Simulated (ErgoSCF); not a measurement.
# SF (Monosulfur monofluoride) at 6 levels

Wanted: a comparison of 6 runs (UHF/STO-3G, UHF/3-21G, UB3LYP/6-31G*, UPBE0/def2-SVP, UPBE/6-31+G*, UPBE/def2-TZVP) of SF (Monosulfur monofluoride). 

Program for the calculation: ErgoSCF 3.8.

2 further runs of the same task are left out: 2 set aside as unsound or not needed.

### Step 1. The molecule

SF: 2 atoms, total charge 0, spin state doublet. As SMILES, `F[S]`. Geometry: relaxed at GFN2-xTB.

Bond lengths: F1–S2 1.627 Å.

### Step 2. A single-point energy at UHF/STO-3G (run 1)

Contents of run.inp:

```
# single point, FS
set_nthreads(1)
spin_polarization = 1
tmpdir = "."
scf.use_diagonalization = 1
scf.max_number_of_iterations = 120
scf.output_mulliken_pop = 1
basis = "STO-3G"
molecule_inline
F  0.00000000 0.00000000 0.00000000
S  0.00000000 0.00000000 3.07369623
EOF
run "HF"
```

The basis set STO-3G is read from a file made from the Basis Set Exchange's data (not shown).

On the command line:

```sh
$ ergo < run.inp
```

Standard output:

```text
[...]
INSC SCF_general constructor, number of basis functions: 14
[...]
INSC Energy   1 =       -485.03268808687
[...]
INDE E_LUMO =          0.20352290121
[...]
INSC Energy  12 =       -491.14884356684  ( diff     -0.000000000001137 )
[...]
RESC CONVERGED after  12 iterations.
RESC FINAL ENERGY:       -491.14884356684
RESC FINAL <S2> =          0.75633638558
[...]
INSC SCF: dipole_moment_x [atomic units] =      -0.00000000
INSC SCF: dipole_moment_y [atomic units] =      -0.00000000
INSC SCF: dipole_moment_z [atomic units] =       0.25037395
[...]
```

It took 0.52 s on 1 thread of Intel Xeon 6975P-C (Granite Rapids), shared host; peak memory 0.26 GiB.

### Step 3. A single-point energy at UHF/3-21G (run 2)

Contents of job.ego:

```
# FS
set_nthreads("env")
molecule_inline Angstrom
F  0.000000 0.000000 0.000000
S  0.000000 0.000000 1.626530
EOF
scf.max_number_of_iterations = 120
tmpdir = "."
scf.output_mulliken_pop = 1
scf.use_diagonalization = 1
basis = "3-21G"
spin_polarization = 1
run "HF"
```

The basis set 3-21G is read from a file made from the Basis Set Exchange's data (not shown).

On the command line:

```sh
$ ergo job.ego
```

Standard output:

```text
[...]
INSC SCF_general constructor, number of basis functions: 22
[...]
INSC Energy   1 =       -368.55840203563
[...]
INDE E_LUMO =         -0.00368535948
[...]
INSC Energy  15 =       -494.40776492044  ( diff     -0.000000000006139 )
[...]
RESC CONVERGED after  15 iterations.
RESC FINAL ENERGY:       -494.40776492044
RESC FINAL <S2> =          0.75283797420
[...]
INSC SCF: dipole_moment_x [atomic units] =      -0.00000000
INSC SCF: dipole_moment_y [atomic units] =      -0.00000000
INSC SCF: dipole_moment_z [atomic units] =       0.61870717
[...]
```

It took 0.62 s on 1 thread of Intel Xeon 6975P-C (Granite Rapids), shared host; peak memory 0.26 GiB.

Runs 3 to 4 aren't shown in full; the table further down has their settings and results.

### Step 4. A single-point energy at UPBE/6-31+G(d) (spherical functions) (run 5)

Contents of input.ego:

```
set_nthreads("env")
molecule_inline
F  0.00000000 0.00000000 0.00000000
S  0.00000000 0.00000000 3.07369623
EOF
scf.max_number_of_iterations = 120
spin_polarization = 1
XC.sparse_mode = 0
scf.use_diagonalization = 1
scf.output_mulliken_pop = 1
basis = "6-31+G*"
XC.radint = 1e-11
XC.angint = 41
tmpdir = "."
run "PBE"
```

The basis set 6-31+G* is read from a file made from the Basis Set Exchange's data (not shown).

On the command line:

```sh
$ ergo < input.ego
```

Standard output:

```text
[...]
INDF Weighted mixed functional:
[...]
INSC Energy   1 =       -252.82964623519
[...]
INDE E_LUMO =         -0.21231864973
[...]
INSC Energy  36 =       -497.68107210030  ( diff      0.000000000000341 )
[...]
RESC CONVERGED after  36 iterations.
RESC FINAL ENERGY:       -497.68107210030
RESC FINAL <S2> =          0.75187199942
[...]
INSC SCF: dipole_moment_x [atomic units] =       0.00000000
INSC SCF: dipole_moment_y [atomic units] =       0.00000000
INSC SCF: dipole_moment_z [atomic units] =       0.34622571
[...]
```

Run time: 6 s. Hardware: 1 thread of Intel Xeon 6975P-C (Granite Rapids), shared host; peak memory 0.26 GiB.

### Step 5. The energy at UPBE/def2-TZVP (run 6)

Contents of job.ego:

```
set_nthreads(1)
scf.use_diagonalization = 1
scf.max_number_of_iterations = 120
spin_polarization = 1
tmpdir = "."
charge = 0
XC.sparse_mode = 0
scf.output_mulliken_pop = 1
XC.radint = 1e-11
basis = "def2-TZVP"
XC.angint = 41
molecule_inline
F    0.00000000   0.00000000   0.00000000
S    0.00000000   0.00000000   3.07369623
EOF
run "PBE"
```

The basis set def2-TZVP is read from a file made from the Basis Set Exchange's data (not shown).

On the command line:

```sh
$ ergo job.ego
```

Standard output:

```text
[...]
INDF Weighted mixed functional:
[...]
INSC Energy   1 =       -193.05179177002
[...]
INDE E_LUMO =         -0.20461134735
[...]
INSC Energy  34 =       -497.75826337986  ( diff     -0.000000000000568 )
[...]
RESC CONVERGED after  34 iterations.
RESC FINAL ENERGY:       -497.75826337986
RESC FINAL <S2> =          0.75320047337
[...]
INSC SCF: dipole_moment_x [atomic units] =      -0.00000000
INSC SCF: dipole_moment_y [atomic units] =      -0.00000000
INSC SCF: dipole_moment_z [atomic units] =       0.29957717
[...]
```

It took 16 s on 1 thread of Intel Xeon 6975P-C (Granite Rapids), shared host; peak memory 0.26 GiB.

### Step 6. Overview of the runs

| run | level | integration grid | radint | energy (Eh) | dipole moment (D) | ⟨S²⟩ | wall time |
| --- | --- | --- | --- | --- | --- | --- | --- |
| 1 | UHF/STO-3G | – | – | -491.148844 | 0.64 | 0.756 | 0.52 s |
| 2 | UHF/3-21G | – | – | -494.407765 | 1.57 | 0.753 | 0.62 s |
| 3 | UB3LYP/6-31G* (spherical functions) | Turbo | 1e-11 | -497.944820 | 0.91 | 0.752 | 2.9 s |
| 4 | UPBE0/def2-SVP | Turbo | 1e-11 | -497.512711 | 1.13 | 0.753 | 4.2 s |
| 5 | UPBE/6-31+G* (spherical functions) | Turbo | 1e-11 | -497.681072 | 0.88 | 0.752 | 6 s |
| 6 | UPBE/def2-TZVP | Turbo | 1e-11 | -497.758263 | 0.76 | 0.753 | 16 s |

### Step 7. What came out

| quantity | value |
| --- | --- |
| run 6: total energy | -497.75826 Eh |
| run 6: dipole moment | 0.76 D |
| run 6: ⟨S²⟩ | 0.753 |

The dipole moment (its size) runs from 0.64 D (UHF/STO-3G) to 1.57 D (UHF/3-21G). Totals of different functionals can't be ranked against each other. In run 1 the basis is minimal, so the values are rough. All runs together took 30 s, the longest 16 s.
